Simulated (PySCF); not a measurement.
Species: C5H9F.
Bonds: C1–C2 (double), C2–C3, C2–C4, C4–C5, C5–F6. Hydrogens: H7, H8 on C1; H9, H10, H11 on C3; H12, H13 on C4; H14, H15 on C5.

The same species was optimised twice, with GFN2-xTB and with PBE0-D3(BJ)/def2-SVP (PySCF), and the same property calculations (PySCF, gas phase) were run on both structures.

| coordinate | GFN2-xTB | PBE0-D3(BJ)/def2-SVP | change |
| --- | --- | --- | --- |
| C1=C2 (Å) | 1.323 | 1.338 | +0.015 |
| C4–C5 (Å) | 1.528 | 1.517 | -0.011 |
| C2–C3 (Å) | 1.496 | 1.499 | +0.003 |
| C5–F6 (Å) | 1.374 | 1.377 | +0.003 |
| C2–C4 (Å) | 1.508 | 1.507 | -0.001 |
| C2–C4–C5 (°) | 111.7 | 114.6 | +2.9 |
| C3–C2–C4 (°) | 115.7 | 116.6 | +0.9 |
| C1–C2–C3 (°) | 123.1 | 122.3 | -0.8 |
| C4–C5–F6 (°) | 111.1 | 111.3 | +0.2 |
| C1–C2–C4 (°) | 121.2 | 121.0 | -0.2 |
| C1–C2–C4–C5 (°) | -93 | -109 | -16 |
| C2–C4–C5–F6 (°) | -71 | -68 | +3 |

Rotational constants: A = 5522, B = 2432, C = 1983 MHz (GFN2-xTB) against A = 5814, B = 2405, C = 1906 MHz (PBE0-D3(BJ)/def2-SVP). Point groups within 0.08 Å: C1 and C1.

On the GFN2-xTB structure: lowest singlet, TDDFT (eV) 6.93 [CAM-B3LYP/def2-SVPD]; isotropic polarisability (au) 62.4 [CAM-B3LYP/def2-SVPD]; HOMO (eV) -8.56 [CAM-B3LYP/def2-SVPD]; LUMO (eV) 1.18 [CAM-B3LYP/def2-SVPD]; dipole (D) 1.46 [CAM-B3LYP/def2-SVPD]; HOMO (eV) -7.19 [PBE0/pcSseg-1]; LUMO (eV) 0.39 [PBE0/pcSseg-1]; dipole (D) 1.39 [PBE0/pcSseg-1]; GIAO shielding of C1 (ppm) 69.9 [PBE0/pcSseg-1]; GIAO shielding of C2 (ppm) 29.3 [PBE0/pcSseg-1]; GIAO shielding of C3 (ppm) 158.8 [PBE0/pcSseg-1]; GIAO shielding of C4 (ppm) 143.1 [PBE0/pcSseg-1]; GIAO shielding of C5 (ppm) 94.2 [PBE0/pcSseg-1]; GIAO shielding of F6 (ppm) 412.9 [PBE0/pcSseg-1].

Task: What do these properties become on the PBE0-D3(BJ)/def2-SVP structure?

Result: 
| property | level | on GFN2-xTB | on PBE0-D3(BJ)/def2-SVP | change |
| --- | --- | --- | --- | --- |
| lowest singlet, TDDFT (eV) | CAM-B3LYP/def2-SVPD | 6.93 | 6.88 | -0.05 |
| isotropic polarisability (au) | CAM-B3LYP/def2-SVPD | 62.4 | 63.7 | +1.3 |
| HOMO (eV) | CAM-B3LYP/def2-SVPD | -8.56 | -8.53 | +0.03 |
| LUMO (eV) | CAM-B3LYP/def2-SVPD | 1.18 | 1.13 | -0.05 |
| dipole (D) | CAM-B3LYP/def2-SVPD | 1.46 | 1.41 | -0.05 |
| energy, GFN2-xTB geometry as zero (kcal/mol) | CAM-B3LYP/def2-SVPD | 0.0 | -0.9 | -0.9 |
| HOMO (eV) | PBE0/pcSseg-1 | -7.19 | -7.16 | +0.03 |
| LUMO (eV) | PBE0/pcSseg-1 | 0.39 | 0.33 | -0.06 |
| dipole (D) | PBE0/pcSseg-1 | 1.39 | 1.35 | -0.04 |
| energy, GFN2-xTB geometry as zero (kcal/mol) | PBE0/pcSseg-1 | 0.0 | -0.8 | -0.8 |
| GIAO shielding of C1 (ppm) | PBE0/pcSseg-1 | 69.9 | 65.0 | -4.9 |
| GIAO shielding of C2 (ppm) | PBE0/pcSseg-1 | 29.3 | 28.6 | -0.7 |
| GIAO shielding of C3 (ppm) | PBE0/pcSseg-1 | 158.8 | 157.7 | -1.1 |
| GIAO shielding of C4 (ppm) | PBE0/pcSseg-1 | 143.1 | 141.2 | -1.9 |
| GIAO shielding of C5 (ppm) | PBE0/pcSseg-1 | 94.2 | 96.7 | +2.5 |
| GIAO shielding of F6 (ppm) | PBE0/pcSseg-1 | 412.9 | 409.3 | -3.6 |

The heavy atoms differ by 0.139 Å rms after alignment. Among bonds between heavy atoms C1=C2 changes most (+0.015 Å). Changes are differences of the printed values. Neither structure is proved a minimum here.

Conformer computed: `[CH2:1]=[C:2]([CH3:3])[CH2:4][CH2:5][F:6]`: C1–C2–C4–C5 -109°, C2–C4–C5–F6 -68°.
